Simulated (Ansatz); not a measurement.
Geometry optimisation, Ansatz, RKS PBE/def2-SVP.

input.yaml

```yaml
crystal:
  periodic: [false, false, false]
  atoms:
    - { symbol: Al, position_ang: [0.0, 0.0, 0.0] }
    - { symbol: O, position_ang: [0.0, 0.0, 1.78] }
    - { symbol: H, position_ang: [-0.9095, -0.2814, 2.1171] }
    - { symbol: F, position_ang: [1.4635, 0.0, -0.845] }
    - { symbol: H, position_ang: [-1.351, 0.0, -0.78] }
basis:
  gaussian: { orbitals: def2-SVP }
hamiltonian:
  xc: pbe
relax:
  f_tol: 0.02
  max_steps: 40
```

Command:

```bash
$ ansatz run input.yaml --threads 1 --pin off --max-ram 2048MiB --backend cpu --events-out ev --progress --plain --runs-dir out
```

Question: Where does it end, and by what steps?

Answer: It converged. After 5 steps the energy has fallen by 0.128 eV; H3 moved furthest, 0.20 Å.

```csv
step,energy less start (eV),largest force component (eV/Å),accepted
0,0.0000,1.375,yes
1,-0.0687,1.043,yes
2,-0.1118,0.394,yes
3,-0.1239,0.234,yes
4,-0.1276,0.053,yes
5,-0.1278,0.015,yes
```

```xyz
5
Properties=species:S:1:pos:R:3
Al -0.049 -0.028 -0.010
O -0.021 -0.121 1.696
H -0.816 -0.170 2.247
F 1.446 0.050 -0.756
H -1.357 -0.012 -0.904
```

Whether the end is a true minimum wasn't checked by a vibrational analysis.

Run time: 9.2 s on 1 thread of Arm Neoverse V1, with other jobs on the host, peak memory 0.12 GiB.
